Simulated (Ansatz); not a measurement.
TaCuN₂ (R-3m, No. 166; cell taken from a computed entry)

The numbers are results of r²SCAN+SOC (Ansatz, a quantum-chemistry and plane-wave program, PAW), not measurements.

Run with plane-wave cutoff 560 eV, 12×12×12 k mesh, Fermi–Dirac smearing 0.01 eV, PAW data made under PBE.

Cell (relaxed with PBEsol):

```xyz
4
Lattice="1.5608 0.9011 5.7810 -1.5608 0.9011 5.7810 0.0000 -1.8022 5.7810" Properties=species:S:1:pos:R:3 pbc="T T T"
Ta     0.0000     0.0000     8.6715
Cu     0.0000     0.0000     0.0000
N      0.0000     0.0000     1.8309
N      0.0000     0.0000    15.5120
```

```json
{
  "band_gap": "0.62 eV (indirect)",
  "smallest_direct_gap_on_the_k_points_sampled": "0.92 eV",
  "direct gap at Γ": "2.46 eV"
}
```

Note: cell and atoms aren't relaxed at this level (largest force component 0.19 eV/Å, pressure 2.6 GPa).

Static lattice: no zero-point or thermal effects.

Computing time: about 7 core-minutes (a rough figure).
